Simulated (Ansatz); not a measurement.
# AlO+ (triplet): from Hartree-Fock to the top rungs, cc-pVTZ

How much of the correlation energy of AlO+ (triplet) does each wave-function method recover here?

The runs use Ansatz 0.2.0, Gaussian basis; cc-pVTZ, core rule «outside noble gas», up to 6 orbitals frozen.

The runs, in order: UHF; CCSD(T) on ROHF; CCSD(T) on UHF; BCCD(T) on ROHF; CISD; CCSDT(Q) on ROHF; CCSDT(Q) on UHF.

24 further runs of the same task are left out: 8 for a known fault of the program, 7 that didn't finish, 9 set aside as unsound or not needed.

## Step 1: The system

The geometry is a PBE0/def2-TZVP stationary point (not a proven minimum) of the parent state, kept for this charge and spin.

2 atoms, charge 1, spin multiplicity 3.

Atoms are counted from 1 here; the program's logs count them from 0.

Bond lengths: Al1–O2 1.784 Å.

## Step 2: UHF

in.yaml

```yaml
crystal:
  periodic: [false, false, false]
  atoms:
    - {symbol: Al, position_ang: [0.000000, 0.000000, 0.000000]}
    - {symbol: O, position_ang: [0.000000, 0.000000, 1.784100]}
basis:
  gaussian: {orbitals: cc-pVTZ}
total_charge: 1
magnetization: {spin_polarized: true, initial_magnetization: 2}
hamiltonian: {xc: hf}
output: {orbitals: {seedname: orbitals}}
```

The run is started by

```sh
> ansatz run in.yaml --threads 1 --pin off --events-out ev --progress --plain --max-ram 2393MiB
```

Further steps of the session: CCSD(T) on ROHF; CCSD(T) on UHF; BCCD(T) on ROHF; CISD; CCSDT(Q) on ROHF; CCSDT(Q) on UHF.

Q: Predict the results of all the runs planned. Wanted: UCCSDT(Q) below the RHF energy; RMP2 from UCCSDT(Q); UMP2 from UCCSDT(Q); RCCSD from UCCSDT(Q); RCCSD(T) from UCCSDT(Q); UCCSD(T) from UCCSDT(Q); RCCSDT(Q) from UCCSDT(Q); T1 diagnostic.

The runs gave:

```
                         quantity                                                   value
   UCCSDT(Q) below the RHF energy                                              -6.6642 eV
              RMP2 from UCCSDT(Q)                                              +638.1 meV
              UMP2 from UCCSDT(Q)                                              +651.1 meV
             RCCSD from UCCSDT(Q)                                              +284.3 meV
          RCCSD(T) from UCCSDT(Q)                                               +37.0 meV
          UCCSD(T) from UCCSDT(Q)                                               +37.2 meV
         RCCSDT(Q) from UCCSDT(Q)                                                +7.7 meV
levels within 1 kcal/mol (43 meV)  RCCSD(T), UCCSD(T), BCCD(T), RCCSDT, UCCSDT, RCCSDT(Q)
                    T1 diagnostic                                                   0.037
```

What this shows: RCCSD(T) lands +37.0 meV from the yardstick (0.6 % of the correlation energy). These misses are within one basis, not against nature; the frozen cores of restricted and unrestricted runs differ, which can shift their rows.
